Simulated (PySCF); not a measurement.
Match the calculated data to a structure.

All candidates are C3H5N.

| technique | computed result |
| --- | --- |
| 13C NMR | chemical shifts (computed TMS as zero) by class: 176.9 (1 C), 38.4 (1 C), 18.5 (1 C) ppm [GIAO B97-2/pcSseg-2] |
| 1H NMR | chemical shifts (computed TMS as zero) by class: 3.32 (2 H), 1.28 (3 H) ppm [GIAO B97-2/pcSseg-2] |
| Dipole | 3.98 D [B97-2/pcSseg-2] |
| NMR, other nuclei | isotropic shieldings of nuclei other than C and H, by class: 71 (1 N) ppm [GIAO B97-2/pcSseg-2] |
| Rotational structure | rotational constants A, B, C: 28.262, 5.150, 4.606 GHz [PBE0-D3(BJ)/def2-TZVP] |

The electronic properties come from PySCF, for the isolated species, density fitting. Levels stand in brackets. Geometry: PBE0-D3(BJ)/def2-TZVP; no solvent, vibrations or thermal averaging. NMR values are class means; diastereotopic atoms form classes of their own.

Task: Which candidate is it?
A. `[C-]#[N+]CC` (ethyl isocyanide)
B. `CCC#N` (ethyl cyanide)
C. `C1=NCC1` (1-azetine)

Result: A. It is `[C-]#[N+]CC`. Numbering: `[C-:1]#[N+:2][CH2:3][CH3:4]`. 3 carbons fall into 3 classes; from least to most shielded: isocyanide carbon [C1] (176.9 ppm), sp3 carbon bound to nitrogen [C3] (38.4 ppm), methyl carbon [C4] (18.5 ppm). Hydrogen classes from least to most shielded: 2 H on an sp3 carbon bound to nitrogen, C3 (3.32 ppm), 3 H on a methyl carbon, C4 (1.28 ppm). The other shieldings belong to: 71 ppm, isocyanide nitrogen [N2]. The optimised geometry has point group Cs and is an asymmetric top.

The others, at the same levels:
- `CCC#N` fails: its computed 13C shifts are 125.7 (1 C), 13.8 (1 C), 13.7 (1 C) ppm, 1H shifts are 2.18 (2 H), 1.20 (3 H) ppm and smallest rotational constant is 4.275 GHz (against 4.606 GHz).
- `C1=NCC1` fails: its computed 13C shifts are 192.6 (1 C), 61.9 (1 C), 38.0 (1 C) ppm, 1H shifts are 8.45 (1 H), 4.01 (2 H), 3.05 (2 H) ppm and rotational constant A is 14.136 GHz (against 28.262 GHz).
